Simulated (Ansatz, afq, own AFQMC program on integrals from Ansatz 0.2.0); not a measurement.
**Where AFQMC and coupled cluster stand for AlNH⁺, triplet**

```xyz
3

Al    0.0000    0.0000    0.0508
N     0.0000    0.0000   -1.6818
H     0.0000    0.0000    1.6309
```

Connectivity, by distances: AlH–N.

Basis cc-pVTZ. Only valence electrons are correlated. Integrals, coupled cluster, full CI and functionals: Ansatz 0.2.0; the random walks run on the same integrals in our own AFQMC program. ph-AFQMC/CISD is guided by a CISD state made of CCSD amplitudes; releasing the constraint for a short imaginary time cuts its bias at the price of noise, slowly where states lie close. Uncertainties: one standard error, sampling alone.

Determinant: UHF, the one that the program's search chose, which needn't be the lowest solution. The geometry is a PBE0/def2-TZVP stationary point of this or a neighbouring charge and spin state.

No full CI on the walks' own integrals is used here; CCSDT(Q) serves as the reference and is uncertain by about the last step of the cluster series.

Cautions: lower spins were not checked.

```
T1 diagnostic                               : 0.0168
weight of the determinant in the CISD state : 0.915
⟨S²⟩ of the determinant                     : 2.012
size of the correlated space                : 8 electrons in 72 orbitals
```

| level | correlation energy (eV) |
| --- | --- |
| MP2 | -4.7468 |
| CCSD | -5.4682 |
| CCSD(T) | -5.6334 |

**Question.** Estimate where AFQMC with the constraint released lies against CCSD(T) on the same integrals.

**Answer.** 1.08 ± 0.14 mEh below CCSD(T).

Reference: CCSDT(Q), correlation energy -5.666 eV. The released energy is read at 1.50 1/Eh (meV from the phaseless value at times in 1/Eh: -3 ± 4 at 0.24, -5 ± 3 at 0.50, -16 ± 4 at 1.00, -13 ± 4 at 1.50).

```
         level  E − E(reference) (mEh)  share of correlation (%)
       CCSD(T)                    1.22                     99.42
         CCSDT                    0.28                     99.86
 ph-AFQMC/CISD             0.63 ± 0.15                     99.70
released AFQMC             0.14 ± 0.14                     99.93
```

A walk keeps the symmetry of its determinant, which the program's search chose and which needn't be the lowest solution, so a lower state of the same spin and another symmetry isn't excluded. Released energies are given only where the last usable release times agree within the noise; a slower fall can still hide under it.
